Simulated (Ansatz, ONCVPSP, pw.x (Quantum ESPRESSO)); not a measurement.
From atom to crystal: ONCV potential for magnesium (Mg)

ONCVPSP 4.0.1 input, shortened (lines: element, Z, core and valence counts, functional; n l f; lmax; l rc ep ncon nbas qcut; lloc lpopt rc5 dvloc0; l nproj debl; icmod fcfact rcfact), LDA (Perdew-Wang 92), scalar-relativistic:

```
  Mg 12.00    3    1  -001012      upf
    1    0    2.00
    2    0    2.00
    2    1    6.00
    3    0    2.00
    2
    0    2.60    0.00    5    9    2.20
    1    2.80    0.19    3    8    2.50
    2    2.05    0.03    4    9    4.50
    4    1    1.45    2.00
    0    1    2.90
    1    1    3.90
    2    1    2.70
    1    0.45    0.00
```

In the p channel the program set the typed energies aside and used 0.050 Ha.

Atomic tests: cutoffs needed: 6.5 Ha and 28 Ha (the cutoffs (Ha) at which the residual kinetic energy of the hardest occupied pseudo-wave falls to 1 and 0.1 mHa per electron); ghost test: no bound ghost flagged; no localised positive-energy state flagged; largest excitation error: -31 meV (all-electron minus pseudo) for 3s0 3p1, out of 4 test configurations.

Crystal test: bcc Mg in pw.x 7.5, no spin, 13³ k-points, Fermi–Dirac smearing 0.01 Ry, cutoffs 65/260 Ry. The reference is all-electron LAPW (Ansatz 0.2.0) with the same functional, mesh and smearing; V0 and B0 come from Birch–Murnaghan fits to the pressures at five volumes. Errors are pseudo minus all-electron; Δ is the rms difference of the E(V) curves that follow from these fits, minima aligned, over ±6 % about the mean V0. Mesh and smearing are coarse, so the numbers serve the comparison and aren't converged zero-temperature values; the lattice is a test structure that the element need not adopt.

All-electron: a0 = 3.513 Å (V0 = 21.67 Å³/atom), B0 = 38.2 GPa.

Q: How far does the potential miss the all-electron equation of state?

A: mean pressure error (GPa): -0.78; a0 (Å): 3.489; a0 error (%): -0.68; B0 error (%): +2.6; Δ (meV/atom): 3.7. This is a poor potential for the solid.

| V (Å³/atom) | P all-electron (GPa) | P pseudo (GPa) |
| --- | --- | --- |
| 20.498 | 2.38 | 1.49 |
| 21.038 | 1.20 | 0.37 |
| 21.577 | 0.17 | -0.61 |
| 22.116 | -0.75 | -1.47 |
| 22.656 | -1.55 | -2.23 |

Q: At the middle volume, how do free energy and pressure move when the wave cutoff is lowered (ecutrho kept at four times it)?

A:

```tsv
cutoff (Ry)	shift of F (meV/atom)	shift of P (GPa)
29	+12.0	-0.07
39	+8.5	+0.05
52	+4.6	-0.09
```

The run at the middle volume (84 k-points, 6 iterations) took about 5.1 s on one core of a shared host (Intel(R) Xeon(R) 6975P-C, 192 threads, 1512 GiB, load 84).
